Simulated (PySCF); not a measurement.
```xyz
4
charge -1 multiplicity 1, angstrom
Mg    0.0000    0.0000    0.0000
H     1.8094    0.0000    0.0000
H    -0.9047    1.5670    0.0000
H    -0.9047   -1.5670    0.0000
```

Method: PBE0 in PySCF with Mg def2-TZVPD, H def2-TZVPD; no relativity; density-fitted integrals.

This geometry of [MgH3]- is a stationary point at this level.

**Question.** What is the point group?

**Answer.** D3h.

**Question.** Is it a minimum?

**Answer.** Yes: all harmonic wavenumbers are real.

**Question.** List the harmonic modes with their infrared intensities.

**Answer.** 
| symmetry | ω (cm⁻¹) | IR (km/mol, summed over degenerate members) | type |
| --- | --- | --- | --- |
| a2'' | 546 | 720 | bend |
| e' | 594 | 874 | bend |
| e' | 1284 | 1630 | stretch |
| a1' | 1359 | 0.0 | stretch |

**Question.** Give the ideal-gas entropy at 298.15 K and 1 bar by parts.

**Answer.** translation 150.0, rotation 56.5, vibration 6.5, spin 0.0; total 212.9 J/(mol K).

In D3h the vibrations span a2'' + 2e' + a1'. The a1' mode carries no infrared intensity, as symmetry demands.

Only a few start shapes were tried, so a lower isomer may exist. The lowest empty level of this anion is unbound, so it and the gap depend on the basis.
